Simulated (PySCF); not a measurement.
Compound: ethylene sulfite, C₂H₄O₃S.
Numbering: `[O:1]=[S:2]1[O:3][CH2:4][CH2:5][O:6]1` (hydrogens: H7, H8 on C4; H9, H10 on C5)

Geometry (PBE0-D3(BJ)/def2-SVP, Å), atoms numbered from 1 in this order:
```
atom  x, y, z in Å
O1     2.4720    0.4616   -0.1292
S2     1.5650   -0.3684   -0.9133
O3     0.6739   -1.2789    0.1661
C4    -0.5722   -0.6854    0.5024
C5    -0.5529    0.7047   -0.1214
O6     0.2199    0.5374   -1.3012
H7    -1.3802   -1.3055    0.0810
H8    -0.6750   -0.6493    1.5968
H9    -0.0773    1.4473    0.5408
H10   -1.5484    1.0597   -0.4176
```

Level: CAM-B3LYP/def2-SVPD in PySCF, non-relativistic, on one gas-phase PBE0-D3(BJ)/def2-SVP geometry that isn't relaxed in the solvent. The solvent is an IEF-PCM continuum (Bondi radii, 1.10 Å for H, scaled by 1.2), and excitations are vertical TDDFT with non-equilibrium linear response and a frozen core. Only the electrostatic response of the medium enters.

Gas-phase singlets (H = HOMO, L = LUMO):

| state | E (eV) | λ (nm) | f | leading configuration |
| --- | --- | --- | --- | --- |
| S1 | 6.030 | 206 | 0.018 | H→L 94% |
| S2 | 6.731 | 184 | 0.012 | H-1→L 92% |
| S3 | 7.371 | 168 | 0.003 | H-2→L 89% |
| S4 | 7.787 | 159 | 0.015 | H→L+2 39% |
| S5 | 8.030 | 154 | 0.006 | H-1→L+2 64% |

Question: How does the list change in chloroform (ε = 4.711)?

Answer: 
```tsv
state	E (eV)	λ (nm)	f	leading configuration	change by rank (eV)
S1	6.112	203	0.025	H→L 92%	+0.082
S2	6.652	186	0.017	H-1→L 92%	-0.079
S3	7.349	169	0.004	H-2→L 90%	-0.022
S4	7.805	159	0.019	H→L+1 32%	+0.018
S5	8.011	155	0.011	H-1→L+2 49%	-0.019
```

Question: How does the list change in acetone (ε = 20.49)?

Answer: 
```
state  E (eV)  λ (nm)      f  leading configuration  change by rank (eV)
   S1   6.149     202  0.025                H→L 76%               +0.119
   S2   6.628     187  0.016              H-1→L 76%               -0.103
   S3   7.344     169  0.004              H-2→L 89%               -0.027
   S4   7.814     159  0.017              H→L+1 37%               +0.027
   S5   8.002     155  0.011            H-1→L+2 29%               -0.028
```

Question: The ground-state energy changes by -0.293 eV from gas to acetone. By how much does the total energy of gas-phase S1 change?

Answer: E(S1) = E(S0) + excitation energy, so it changes by -0.293 + 0.119 = -0.174 eV: it is lowered less than the ground state, which is what a blue shift means. This is the vertical state, with the slow part of the continuum still set for S0.

Question: How do the frontier levels move from gas to acetone?

Answer: 
| orbital | gas (eV) | solvent (eV) | change (eV) | Löwdin shares, gas | Löwdin shares, solvent |
| --- | --- | --- | --- | --- | --- |
| LUMO+2 | 1.40 | 1.44 | +0.04 | S2 54 %, O6 9 %, O3 9 %, O1 8 % | S2 55 %, O6 11 %, O3 11 %, H7 6 % |
| LUMO+1 | 1.03 | 1.19 | +0.16 | S2 23 %, C4 16 %, C5 14 %, H10 11 % | S2 47 %, O1 13 %, C5 8 %, O3 7 % |
| LUMO | 0.36 | 0.34 | -0.02 | S2 53 %, O1 17 %, O3 11 %, O6 11 % | S2 54 %, O1 17 %, O3 11 %, O6 11 % |
| HOMO | -9.86 | -9.96 | -0.10 | O1 49 %, S2 27 %, O3 8 %, O6 8 % | O1 37 %, S2 17 %, O6 14 %, O3 12 % |
| HOMO-1 | -10.09 | -9.99 | +0.10 | O3 31 %, O6 20 %, O1 18 %, C4 8 % | O3 28 %, O1 20 %, O6 14 %, S2 13 % |
| HOMO-2 | -11.01 | -10.99 | +0.02 | O6 27 %, O3 24 %, O1 24 %, S2 7 % | O6 30 %, O1 22 %, O3 21 %, C4 7 % |
| HOMO-3 | -11.61 | -11.70 | -0.09 | O1 34 %, O6 28 %, O3 18 %, S2 9 % | O1 37 %, O6 25 %, O3 20 %, S2 9 % |

The HOMO–LUMO gap goes from 10.22 to 10.30 eV. Rows go by rank; for LUMO+1 the atom shares or the degeneracy differ between the runs, so the row needn't follow one orbital.
